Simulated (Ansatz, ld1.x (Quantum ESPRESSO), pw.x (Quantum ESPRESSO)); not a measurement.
## Equation-of-state test of one TM potential (molybdenum)

```
Element                 : Mo
Generator               : ld1.x (Quantum ESPRESSO) 7.5
Type                    : norm-conserving Troullier–Martins (Kleinman–Bylander form)
Functional              : LDA (PW92)
Relativity              : scalar-relativistic
Frozen core             : [Kr]
Valence charge          : 6
Reference configuration : 4d5 5s1 5p0
Partial waves           : 5p (bound, empty): rc 3.35 bohr; 4d (bound): rc 2.15 bohr; 5s (bound): rc 3.05 bohr
Local potential         : the s channel
Core correction         : none
```

Atomic tests: cutoffs needed: 35 Ry and 40 Ry (the cutoffs (Ry, on a coarse ladder) from which the occupation-weighted sum of valence levels, in a spherical-Bessel basis at the reference potential, stays within 10 and 1 mRy of its value at 400 Ry); ghost test: no extra level below or beside the all-electron valence levels (p, d, s, f tested) (spherical-Bessel basis up to 400 Ry, 20 bohr box); largest excitation error: -423 meV (all-electron minus pseudo) for 4d2 5s0 5p0, out of 7 test configurations.

Crystal test: bcc Mo in pw.x 7.5, no spin, 15³ k-points, Fermi–Dirac smearing 0.01 Ry, cutoffs 50/200 Ry. The reference is all-electron LAPW (Ansatz 0.2.0) with the same functional, mesh and smearing; V0 and B0 come from Birch–Murnaghan fits to the pressures at five volumes. Errors are pseudo minus all-electron; Δ is the rms difference of the E(V) curves that follow from these fits, minima aligned, over ±6 % about the mean V0. Mesh and smearing are coarse, so the numbers serve the comparison and aren't converged zero-temperature values; the lattice is a test structure that the element need not adopt.

All-electron: a0 = 3.113 Å (V0 = 15.08 Å³/atom), B0 = 291.6 GPa.

How far does the potential miss the all-electron equation of state?

mean pressure error (GPa): +5.62; a0 (Å): 3.132; a0 error (%): +0.62; B0 error (%): -1.5; Δ (meV/atom): 17.9. The largest radius (3.35 bohr) exceeds half the bond length (2.55 bohr), so the spheres overlap, which is one possible source of error among others. This is a poor potential for the solid.

```json
{"V (Å³/atom)": "14.314", "P all-electron (GPa)": "16.92", "P pseudo (GPa)": "23.55"}
{"V (Å³/atom)": "14.690", "P all-electron (GPa)": "8.05", "P pseudo (GPa)": "14.11"}
{"V (Å³/atom)": "15.067", "P all-electron (GPa)": "0.24", "P pseudo (GPa)": "5.80"}
{"V (Å³/atom)": "15.444", "P all-electron (GPa)": "-6.63", "P pseudo (GPa)": "-1.51"}
{"V (Å³/atom)": "15.820", "P all-electron (GPa)": "-12.67", "P pseudo (GPa)": "-7.93"}
```

At the middle volume, how do free energy and pressure move when the wave cutoff is lowered (ecutrho kept at four times it)?

```csv
cutoff (Ry),shift of F (meV/atom),shift of P (GPa)
22,+3507.4,-123.12
30,+383.9,-24.09
40,+9.9,-1.39
```

The run at the middle volume (120 k-points, 7 iterations) took about 6.9 s on one core of a shared host (Neoverse-V1, 64 threads, 503 GiB, load 11).
